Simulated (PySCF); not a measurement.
**One shape, several levels: SiS (SMILES [Si-]#[S+])**

Wanted: a comparison of 6 runs (HF/3-21G, B3LYP/6-31G*, PBE0/def2-SVP, TPSS/6-311+G**, CCSD(T)/def2-SVP) of SiS. The job is set up through a Python script.

The calculation is run with PySCF 2.14.0.

## 1. The structure to begin with

SiS has 2 atoms, charge 0, and is taken as a singlet. SMILES: `[Si-]#[S+]`. Geometry: the measured bond length.

Bond lengths: Si1–S2 1.929 Å.

## 2. Energy and gradient at HF/3-21G (run 1)

The input, job.py:

```python
# silylene, thioxo-
from pyscf import gto, scf

mol = gto.M(
    atom='Si 0.000000 0.000000 0.000000; S 0.000000 0.000000 1.929321',
    verbose=3,
    spin=0,
    max_memory=1860,
    charge=0,
    basis='3-21g',
)

mf = scf.RHF(mol)
mf.conv_tol = 1e-10
mf.kernel()
if not mf.converged:
    mf = mf.newton().run(mf.mo_coeff, mf.mo_occ)

energy = mf.e_tot
print('Final energy', energy)
grad = mf.nuc_grad_method().kernel()
dip = mf.dip_moment()
pop, q = mf.mulliken_pop()
```

Command:

```sh
OMP_NUM_THREADS=1 python job.py
```

Log:

```text
converged SCF energy = -682.978464719381
Final energy -682.9784647193813
--------------- RHF gradients ---------------
         x                y                z
0 Si     0.0000000000     0.0000000000     0.0423355269
1 S    -0.0000000000    -0.0000000000    -0.0423355269
----------------------------------------------
Dipole moment(X, Y, Z, Debye):  0.00000, -0.00000, -2.93701
 ** Mulliken pop  **
pop of  0 Si 1s           1.99899
pop of  0 Si 2s           1.98323
pop of  0 Si 3s           0.88800
pop of  0 Si 4s           1.00147
pop of  0 Si 2px          1.94970
pop of  0 Si 2py          1.94970
pop of  0 Si 2pz          1.96103
pop of  0 Si 3px          0.24340
pop of  0 Si 3py          0.24340
pop of  0 Si 3pz          0.66123
pop of  0 Si 4px          0.22558
pop of  0 Si 4py          0.22558
pop of  0 Si 4pz          0.11826
pop of  1 S 1s            1.99868
pop of  1 S 2s            1.96439
pop of  1 S 3s            0.99498
pop of  1 S 4s            1.03856
pop of  1 S 2px           1.96250
pop of  1 S 2py           1.96250
pop of  1 S 2pz           1.96327
pop of  1 S 3px           0.76346
pop of  1 S 3py           0.76346
pop of  1 S 3pz           0.84545
pop of  1 S 4px           0.85536
pop of  1 S 4py           0.85536
pop of  1 S 4pz           0.58245
 ** Mulliken atomic charges  **
charge of    0Si =      0.55043
charge of    1S =     -0.55043
```

It took 4.8 s on 1 thread of Intel Xeon at 2.50GHz (Skylake/Cascade Lake), shared host; peak memory 0.12 GiB.

## 3. Energy and forces at B3LYP/6-31G(d) (spherical functions) (run 2)

The input, input.py:

```python
from pyscf import gto, dft

molecule = gto.M(
    atom='''
Si     0.000000     0.000000     0.000000
S      0.000000     0.000000     3.645888
''',
    unit='bohr',
    max_memory=1860,
    basis='6-31g*',
    verbose=3,
)

mf = dft.RKS(molecule)
mf.xc = 'b3lyp'
mf.grids.level = 5
mf.conv_tol = 1e-10
mf.kernel()
if not mf.converged:
    mf = mf.newton().run(mf.mo_coeff, mf.mo_occ)

e_final = mf.e_tot
print('Final energy', e_final)
grad = mf.nuc_grad_method().kernel()
dip = mf.dip_moment()
pop, q = mf.mulliken_pop()
```

Command:

```sh
OMP_NUM_THREADS=1 python input.py
```

Log:

```text
converged SCF energy = -687.690102490673
Final energy -687.690102490673
--------------- RKS gradients ---------------
         x                y                z
0 Si     0.0000000000     0.0000000000     0.0135251966
1 S    -0.0000000000    -0.0000000000    -0.0135260084
----------------------------------------------
Dipole moment(X, Y, Z, Debye): -0.00000, -0.00000, -1.74488
 ** Mulliken pop  **
pop of  0 Si 1s           1.99977
pop of  0 Si 2s           1.99803
pop of  0 Si 3s           1.28032
pop of  0 Si 4s           0.65256
pop of  0 Si 2px          1.98507
pop of  0 Si 2py          1.98507
pop of  0 Si 2pz          1.98877
pop of  0 Si 3px          0.32156
pop of  0 Si 3py          0.32156
pop of  0 Si 3pz          0.73788
pop of  0 Si 4px          0.15354
pop of  0 Si 4py          0.15354
pop of  0 Si 4pz          0.08759
pop of  0 Si 3dxy         0.00000
pop of  0 Si 3dyz         0.02529
pop of  0 Si 3dz^2        0.03743
pop of  0 Si 3dxz         0.02529
pop of  0 Si 3dx2-y2      0.00000
pop of  1 S 1s            1.99969
pop of  1 S 2s            1.99707
pop of  1 S 3s            1.37981
pop of  1 S 4s            0.52533
pop of  1 S 2px           1.98929
pop of  1 S 2py           1.98929
pop of  1 S 2pz           1.98935
pop of  1 S 3px           0.97361
pop of  1 S 3py           0.97361
pop of  1 S 3pz           1.04487
pop of  1 S 4px           0.54444
pop of  1 S 4py           0.54444
pop of  1 S 4pz           0.26778
pop of  1 S 3dxy          0.00000
pop of  1 S 3dyz          0.00721
pop of  1 S 3dz^2         0.01375
pop of  1 S 3dxz          0.00721
pop of  1 S 3dx2-y2       0.00000
 ** Mulliken atomic charges  **
charge of    0Si =      0.24674
charge of    1S =     -0.24674
```

It took 18 s on 1 thread of Intel Xeon at 2.50GHz (Skylake/Cascade Lake), shared host; peak memory 0.4 GiB.

Runs 3 to 5 aren't shown in full; the table further down has their settings and results.

## 4. A single-point energy at CCSD(T)/def2-SVP (run 6)

The input, job.py:

```python
# silylene, thioxo-
from pyscf import gto, scf, cc

molecule = gto.M(
    atom='Si 0.000000 0.000000 0.000000; S 0.000000 0.000000 1.929321',
    basis='def2-svp',
    max_memory=1860,
    charge=0,
    spin=0,
    verbose=4,
)

hf = scf.RHF(molecule)
hf.conv_tol = 1e-10
hf.kernel()
if not hf.converged:
    hf = hf.newton().run(hf.mo_coeff, hf.mo_occ)

mycc = cc.CCSD(hf, frozen=10)
mycc.kernel()
e_t = mycc.ccsd_t()
e_tot = mycc.e_tot + e_t
print('E(%s) = %.9f' % ('CCSD(T)', e_tot))
hf.analyze()
```

Command:

```sh
OMP_NUM_THREADS=1 python job.py
```

Log:

```text
PySCF version 2.14.0

[INPUT] num. atoms = 2
[INPUT] num. electrons = 30
[INPUT] charge = 0
[INPUT] spin (= nelec alpha-beta = 2S) = 0
[INPUT] symmetry False subgroup None
[INPUT] Mole.unit = angstrom
[INPUT] Symbol           X                Y                Z      unit          X                Y                Z       unit  Magmom
[INPUT]  1 Si     0.000000000000   0.000000000000   0.000000000000 AA    0.000000000000   0.000000000000   0.000000000000 Bohr   0.0
[INPUT]  2 S      0.000000000000   0.000000000000   1.929321000000 AA    0.000000000000   0.000000000000   3.645888296372 Bohr   0.0

nuclear repulsion = 61.4390737705545
number of shells = 16
number of NR pGTOs = 72
number of NR cGTOs = 36
basis = def2-svp
ecp = {}

[... 62 lines left out ...]
CCSD converged
[... 9 lines left out ...]
DFT Exchange-Correlation Energy =      -45.358151042399868
[... 7 lines left out ...]
MO #6   energy= -6.62389092864782  occ= 2
[... 5 lines left out ...]
MO #12  energy= -0.568963423461015 occ= 2
[... 5 lines left out ...]
MO #18  energy= 0.190939027548108  occ= 0
[... 5 lines left out ...]
MO #24  energy= 0.622643656598339  occ= 0
[... 5 lines left out ...]
MO #30  energy= 0.952219845999954  occ= 0
[... 5 lines left out ...]
MO #36  energy= 1.54287604667287   occ= 0
[... 41 lines left out ...]
Dipole moment(X, Y, Z, Debye):  0.00000,  0.00000, -2.08886
```

Wall time 7 s (1 thread of Intel Xeon at 2.50GHz (Skylake/Cascade Lake), shared host); peak memory 0.12 GiB.

## 5. All runs side by side

```
run                               level  integration grid  Cartesian functions  energy (Eh)  dipole moment (D) of the reference  HOMO energy (eV)  LUMO energy (eV)  wall time
  1                            HF/3-21G                 –                   no  -682.978465                                2.94            -10.60              0.40      4.8 s
  2  B3LYP/6-31G* (spherical functions)                 5                   no  -687.690102                                1.74             -7.82             -2.48       18 s
  3                       PBE0/def2-SVP                 5                   no  -687.214258                                1.52             -8.01             -2.22       13 s
  4  B3LYP/6-31G* (Cartesian functions)                 5                  yes  -687.694790                                1.75             -7.82             -2.48       17 s
  5                      TPSS/6-311+G**                 5                   no  -687.749487                                1.61             -7.12             -3.15       30 s
  6                    CCSD(T)/def2-SVP                 –                   no  -686.491896                                2.09            -10.54              0.95        7 s
```

## 6. Outcome

```
                                           quantity          value
                                run 6: total energy  -686.49190 Eh
        run 6: dipole moment (Hartree–Fock density)         2.09 D
         run 6: HOMO energy (Hartree–Fock orbitals)      -10.54 eV
         run 6: LUMO energy (Hartree–Fock orbitals)        0.95 eV
       run 6: HOMO–LUMO gap (Hartree–Fock orbitals)       11.49 eV
run 6: correlation energy (10 core orbitals frozen)     -234.0 mEh
                              run 6: (T) correction     -11.20 mEh
                               run 6: T1 diagnostic          0.025
```

What this shows: Over runs 1, 2, 3, 4, 5 the dipole moment (its size) runs from 1.52 D (PBE0/def2-SVP) to 2.94 D (HF/3-21G). The two ends differ in method and basis. Over runs 1, 2, 3, 4, 5 the HOMO–LUMO gap runs from 3.97 eV (TPSS/6-311+G**) to 11.01 eV (HF/3-21G). Totals of different functionals can't be ranked against each other. All runs together took 89 s, the longest 30 s.
